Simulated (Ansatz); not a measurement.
Molecule: 1,1,2,2-tetrafluoroethene, C$_{2}$F$_{4}$, net charge 0, singlet state. SMILES: FC(F)=C(F)F
Structure (B3LYP-D3(BJ)/def2-TZVP (Ansatz, a first-principles code) minimum search):
```
C
F 1 1.3190
F 1 1.3190 2 113.18
C 1 1.3209 2 123.41 3 180.00
F 4 1.3190 1 123.41 2 -180.00
F 4 1.3190 5 113.18 1 180.00
```
Charge 0, spin multiplicity 1.

Quantity: enthalpy of formation at 298 K, in kcal/mol. Conventions: LANL2DZ all-electron up to Ne; no spin-orbit coupling; no dispersion term unless named; non-relativistic; 6-31G* and kin with 6d, 5d where marked; UHF or UKS for open shells; 6-311+G** with 5d; frozen cores in correlated levels. CBS(X,Y): correlation extrapolated as X^-3; Hartree-Fock from the larger set. [CCSD(T)-MP2]/basis is that difference in the basis named. First-principles rows: single points at B3LYP-D3(BJ) geometries (Ansatz), with unscaled harmonic terms from B3LYP/6-31G* at its own minima, enthalpies of formation by atomisation with measured atoms.

Measured values: G2/97 table in ASE (Curtiss et al.), the entry of C2F4 doubted and unchecked; they hold spin-orbit and core effects, anharmonicity. For FC(F)=C(F)F (enthalpy of formation at 298 K) the tabulated value and RI-MP2/CBS(cc-pVTZ,cc-pVQZ)+[CCSD(T)-MP2]/cc-pVTZ (Ansatz) part by 3.5 kcal/mol: another conformer or state, missing terms or a fault of the table's entry are possible. 

Value to compare with, the measured value: -157.4 kcal/mol.

```
level                                              program  enthalpy of formation at 298 K (kcal/mol)  error
-------------------------------------------------  -------  -----------------------------------------  -----
B3LYP/STO-3G                                        Ansatz                                     -175.5  -18.1
B3LYP/3-21G                                         Ansatz                                     -139.8   17.6
B3LYP/LANL2DZ                                       Ansatz                                      -73.8   83.6
B3LYP/6-31G                                         Ansatz                                     -100.2   57.2
B3LYP/6-31G*                                        Ansatz                                     -166.3   -8.9
B3LYP/6-31+G*                                       Ansatz                                     -145.2   12.2
B3LYP/def2-SVP                                      Ansatz                                     -175.5  -18.1
B3LYP/cc-pVDZ                                       Ansatz                                     -153.5    3.9
B3LYP/6-311+G**                                     Ansatz                                     -143.9   13.5
B3LYP/def2-TZVPD                                    Ansatz                                     -156.3    1.1
RI-MP2/CBS(cc-pVTZ,cc-pVQZ)+[CCSD(T)-MP2]/cc-pVTZ   Ansatz                                     -160.9   -3.5
```

Among the 9 habitual levels, B3LYP/LANL2DZ lies farthest from the measured value (83.6 kcal/mol) and B3LYP/cc-pVDZ nearest (3.9); 6 of 9 lie above it, and their mean absolute error is 25.9 kcal/mol, the median 17.6. One case shows no general order.

The sets are all those run for this method; runs whose electronic state is in doubt are left out.
